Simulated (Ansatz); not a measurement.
# C₂H₃Na (SMILES C=[CH][Na]): single points off equilibrium

The task here is to estimate one member of a computed series from the others.

Method: single points in def2-TZVPP; program: Ansatz 0.2.0, Gaussian basis.

Correlated methods freeze the cores. The outer core shell of Li, Na, Mg and K is correlated.

## Where the work starts

SMILES `C=[CH][Na]`, 6 atoms, charge 0, spin multiplicity 1.

Atoms are counted from 1 here; the program's logs count them from 0.

Bond lengths: C1–C2 1.404 Å, C1–H4 1.043 Å, C1–H5 1.024 Å, C2–Na3 2.308 Å, C2–H6 1.107 Å. Angles: C2–C1–H4 125.2°, C2–C1–H5 122.0°, H4–C1–H5 112.7°, C1–C2–Na3 116.2°, C1–C2–H6 111.3°, Na3–C2–H6 132.5°.

As a file:

```mol
C2H3Na
  3D, bonds by distance, orders not assigned

  6  5  0  0  0  0  0  0  0  0999 V2000
   -0.6216    0.1179   -0.4279 C   0  0
    0.5077    0.1776    0.4046 C   0  0
    1.7908   -1.7368    0.5225 Na  0  0
   -0.9268   -0.7197   -0.9685 H   0  0
   -1.2311    0.9279   -0.5758 H   0  0
    0.6022    1.1709    0.8831 H   0  0
  1  2  8  0
  1  4  8  0
  1  5  8  0
  2  3  8  0
  2  6  8  0
M  END
```

Set-up of the first run:

File run/in.yaml:

```yaml
crystal:
  periodic: [false, false, false]
  atoms:
    - {symbol: C, position_ang: [-0.621600, 0.117900, -0.427900]}
    - {symbol: C, position_ang: [0.507700, 0.177600, 0.404600]}
    - {symbol: Na, position_ang: [1.790800, -1.736800, 0.522500]}
    - {symbol: H, position_ang: [-0.926800, -0.719700, -0.968500]}
    - {symbol: H, position_ang: [-1.231100, 0.927900, -0.575800]}
    - {symbol: H, position_ang: [0.602200, 1.170900, 0.883100]}
basis:
  gaussian: {orbitals: def2-TZVPP}
correlation: {method: ccsd_t}
output: {forces: true}
```

No record of the launch command was kept for these runs.

Steps of the session up to this table: CCSD(T)/def2-TZVPP; PBE0-D4/def2-TZVPP; wB97M-V/def2-TZVPP; r2SCAN-D4/def2-TZVPP; PBE-D4/def2-TZVPP; r2SCANh-D4/def2-TZVPP; LC-wPBE/def2-TZVPP.

One of the session's tables, all rows but one given; the rest of the session is left out.

| method | RMS force component (eV/Å) | angle to CCSD(T) forces (°) | dipole (D) |
| --- | --- | --- | --- |
| CCSD(T) | 1.349 | reference | 6.91 |
| PBE0-D4 | 1.576 | 6.7 | 6.65 |
| wB97M-V | 1.548 | 7.3 | 6.87 |
| r2SCAN-D4 | ? | ? | ? |
| PBE-D4 | 1.533 | 4.2 | 5.97 |
| r2SCANh-D4 | 1.531 | 6.2 | 6.86 |
| LC-wPBE | 1.660 | 8.3 | 7.22 |

Estimate the missing values for r2SCAN-D4.

As computed: RMS force component (eV/Å): 1.513; angle to CCSD(T) forces (°): 4.9; dipole (D): 6.72. In the column «RMS force component (eV/Å)» it lies between CCSD(T) (1.349) and r2SCANh-D4 (1.531).
